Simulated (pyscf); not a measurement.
Thermochemistry of product channels of `[CH2]=[CH2]` + `[NH2]` [doublet] on the doublet surface, in kcal/mol, from CCSD(T)/def2-TZVPP + ΔMP2(QZVPP) energies (ideal gas, 1 atm, RRHO with modes under 100 cm⁻¹ raised to 100, one conformer, R ln 2 for rigid chiral ones). PySCF, gas phase, ωB97X-D3(BJ)/def2-SVP geometries. MP2 and CC: frozen core, UHF for open shells. ΔMP2 is the change of the MP2 total energy from the triple- to the quadruple-zeta basis.

```csv
products,ΔE,ΔH(298 K),ΔG(298 K),ΔG(600 K)
`[CH2][NH2]` [doublet] + `[CH2]` [triplet],+73.5,+72.0,+70.3,+68.3
`[CH2][CH2][NH2]` [doublet],-22.5,-18.6,-9.3,+0.1
`[CH3][CH2][NH]` [doublet],-23.6,-20.0,-10.7,-1.1
```

The channel to •H₂C–CH₂–NH₂ turns unfavourable between 298 and 1200 K (ΔG from -9.3 kcal/mol to +18.0 kcal/mol). The channel to H₃C–CH₂–NH• turns unfavourable between 298 and 1200 K (ΔG from -10.7 kcal/mol to +17.5 kcal/mol).

These are energies of the channels, which say nothing of barriers. •H₂C–CH₂–NH₂ lies 11.2 kcal/mol over its isomer H₃C–CH•–NH₂, and others may lie lower still (electronic energy, ωB97M-D3(BJ)). H₃C–CH₂–NH• lies 8.9 kcal/mol over its isomer H₃C–CH•–NH₂, and others may lie lower still (electronic energy, ωB97M-D3(BJ)). The CCSD(T) − MP2 part came from Ansatz, without density fitting, on the same reference.
